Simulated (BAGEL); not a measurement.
**C2H2F2O (SMILES FC1OC1F) at HF/3-21G (density fitting with qzvpp-jkfit)**

Aim: the energy change on altering one bond length of C2H2F2O at HF/3-21G (density fitting with qzvpp-jkfit), from 2 runs. 

Program for the calculation: BAGEL 1.2.2.

4 further runs of the same task are left out: 1 that didn't finish, 3 set aside as unsound or not needed.

## 1. The molecule

C2H2F2O has 7 atoms, charge 0, and is taken as a singlet. As SMILES, `FC1OC1F`. The coordinates come from a PBE0-D4/def2-TZVP relaxation.

Bond lengths: F1–C2 1.341 Å, C2–O3 1.396 Å, C2–C4 1.451 Å, O3–C4 1.396 Å, C4–F5 1.341 Å, C2–H6 1.086 Å, C4–H7 1.086 Å. Some angles: F1–C2–O3 115.6°, F1–C2–C4 118.3°, O3–C2–C4 58.7°, C2–O3–C4 62.7°, C2–C4–O3 58.7°, C2–C4–F5 118.3°, O3–C4–F5 115.6°, F1–C2–H6 111.5°, O3–C2–H6 117.0°, C4–C2–H6 125.3°.

## 2. The energy at HF/3-21G (density fitting with qzvpp-jkfit)

The input, input.json:

```json
{ "bagel": [

{
  "title": "molecule",
  "basis": "3-21g",
  "df_basis": "qzvpp-jkfit",
  "angstrom": true,
  "geometry": [
    { "atom": "F", "xyz": [   -1.664000,    0.243600,    0.558700 ] },
    { "atom": "C", "xyz": [   -0.421700,   -0.262000,    0.552400 ] },
    { "atom": "O", "xyz": [   -0.074300,   -0.991300,   -0.585800 ] },
    { "atom": "C", "xyz": [    0.527200,    0.256600,   -0.415700 ] },
    { "atom": "F", "xyz": [    0.116200,    1.216500,   -1.257500 ] },
    { "atom": "H", "xyz": [   -0.164000,   -0.696100,    1.514300 ] },
    { "atom": "H", "xyz": [    1.606300,    0.271400,   -0.291800 ] }
  ]
},
{ "title": "hf" },
{ "title": "print", "file": "orbitals.molden", "orbitals": true }

]}
```

The run is started by

```bash
BAGEL_NUM_THREADS=1 BAGEL input.json > input.out
```

What it wrote:

```text
* using 1 threads per process

  ===============================================================
  ===============================================================

  *** Geometry ***

  { "atom" : "F", "xyz" : [     -3.144504,      0.460337,      1.055790 ] },
  { "atom" : "C", "xyz" : [     -0.796898,     -0.495108,      1.043885 ] },
  { "atom" : "O", "xyz" : [     -0.140407,     -1.873286,     -1.107002 ] },
  { "atom" : "C", "xyz" : [      0.996264,      0.484904,     -0.785559 ] },
  { "atom" : "F", "xyz" : [      0.219586,      2.298852,     -2.376331 ] },
  { "atom" : "H", "xyz" : [     -0.309915,     -1.315438,      2.861612 ] },
  { "atom" : "H", "xyz" : [      3.035467,      0.512872,     -0.551422 ] },

  Number of auxiliary basis functions:      417

  Since a DF basis is specified, we compute 2- and 3-index integrals:
    o Being stored without compression. Storage requirement is 0.008 GB

  Number of basis functions:       49
  Number of electrons      :       40

    * METHOD: MOLECULE                             0.12

  *** RHF ***

  === Nuclear Repulsion ===
   185.0079652992

      * DIIS with orbital gradients will be used.

  === RHF iteration (3-21g) ===
      0       -348.46035003          0.03056574           0.02
      1       -348.58097512          0.01945538           0.02
      2       -348.63674669          0.00193384           0.02
      3       -348.63815665          0.00059969           0.02
      4       -348.63825940          0.00023673           0.02
      5       -348.63828553          0.00003870           0.02
      6       -348.63828642          0.00000627           0.02
      7       -348.63828644          0.00000096           0.02
      8       -348.63828644          0.00000024           0.02
      9       -348.63828644          0.00000006           0.02
     10       -348.63828644          0.00000002           0.02
     11       -348.63828644          0.00000001           0.02
    * SCF iteration converged.

    * Permanent dipole moment:
           (   -1.009286,    -0.003757,    -0.991327) a.u.

    * METHOD: HF                                   0.36

    * METHOD: PRINT                                0.01

  ===============================================================
```

It took 0.6 s on 1 thread of Arm Neoverse V1, shared host; peak memory 0.081 GiB.

## 3. The distorted shape

The input, job.json:

```json
{ "bagel" : [

{
  "title" : "molecule",
  "basis" : "3-21g",
  "df_basis" : "qzvpp-jkfit",
  "angstrom" : true,
  "geometry" : [
    { "atom" : "F", "xyz" : [   -1.825831,    0.241380,    0.540119 ] },
    { "atom" : "C", "xyz" : [   -0.583531,   -0.264220,    0.533819 ] },
    { "atom" : "O", "xyz" : [   -0.236131,   -0.993520,   -0.604381 ] },
    { "atom" : "C", "xyz" : [    0.365369,    0.254380,   -0.434281 ] },
    { "atom" : "F", "xyz" : [   -0.045631,    1.214280,   -1.276081 ] },
    { "atom" : "H", "xyz" : [   -0.325831,   -0.698320,    1.495719 ] },
    { "atom" : "H", "xyz" : [    1.606300,    0.271400,   -0.291800 ] }
  ]
},
{ "title" : "hf" },
{ "title" : "print", "file" : "orbitals.molden", "orbitals" : true }

]}
```

The run is started by

```bash
BAGEL_NUM_THREADS=1 BAGEL job.json > job.out
```

What it wrote:

```text
* using 1 threads per process

  ===============================================================
  ===============================================================

  *** Geometry ***

  { "atom" : "F", "xyz" : [     -3.450321,      0.456142,      1.020677 ] },
  { "atom" : "C", "xyz" : [     -1.102714,     -0.499303,      1.008772 ] },
  { "atom" : "O", "xyz" : [     -0.446223,     -1.877481,     -1.142115 ] },
  { "atom" : "C", "xyz" : [      0.690447,      0.480709,     -0.820672 ] },
  { "atom" : "F", "xyz" : [     -0.086230,      2.294657,     -2.411444 ] },
  { "atom" : "H", "xyz" : [     -0.615731,     -1.319634,      2.826499 ] },
  { "atom" : "H", "xyz" : [      3.035467,      0.512872,     -0.551422 ] },

  Number of auxiliary basis functions:      417

  Since a DF basis is specified, we compute 2- and 3-index integrals:
    o Being stored without compression. Storage requirement is 0.008 GB

  Number of basis functions:       49
  Number of electrons      :       40

    * METHOD: MOLECULE                             0.12

  *** RHF ***

  === Nuclear Repulsion ===
   184.2147438821

      * DIIS with orbital gradients will be used.

  === RHF iteration (3-21g) ===
      0       -348.43831007          0.03091787           0.02
      1       -348.56085394          0.01994756           0.02
      2       -348.61937797          0.00198608           0.02
      3       -348.62090607          0.00063782           0.02
      4       -348.62102033          0.00024426           0.02
      5       -348.62104864          0.00003970           0.02
      6       -348.62104957          0.00000707           0.02
      7       -348.62104959          0.00000214           0.02
      8       -348.62104959          0.00000077           0.02
      9       -348.62104959          0.00000024           0.02
     10       -348.62104959          0.00000010           0.02
     11       -348.62104959          0.00000004           0.02
     12       -348.62104959          0.00000001           0.02
     13       -348.62104959          0.00000000           0.02
    * SCF iteration converged.

    * Permanent dipole moment:
           (   -0.976924,     0.003046,    -0.989936) a.u.

    * METHOD: HF                                   0.40

    * METHOD: PRINT                                0.01

  ===============================================================
```

It took 0.66 s on 1 thread of Arm Neoverse V1, shared host; peak memory 0.081 GiB.

## 4. Outcome

At HF/3-21G (density fitting with qzvpp-jkfit):

| quantity | value |
| --- | --- |
| first shape: total energy | -348.63829 Eh |
| first shape: dipole moment | 3.60 D |
| first shape: HOMO energy | -12.75 eV |
| first shape: LUMO energy | 7.28 eV |
| first shape: HOMO–LUMO gap | 20.04 eV |
| distorted shape: total energy | -348.62105 Eh |
| distorted shape: dipole moment | 3.54 D |
| distorted shape: HOMO energy | -12.72 eV |
| distorted shape: LUMO energy | 6.20 eV |
| distorted shape: HOMO–LUMO gap | 18.91 eV |
| energy change with the C4–H7 bond stretched from 1.086 to 1.249 Å | 0.469 eV |

With the C4–H7 bond stretched from 1.086 to 1.249 Å the energy rises by 0.47 eV (45.3 kJ/mol). The first shape isn't relaxed at this level, so the change isn't measured from a minimum.
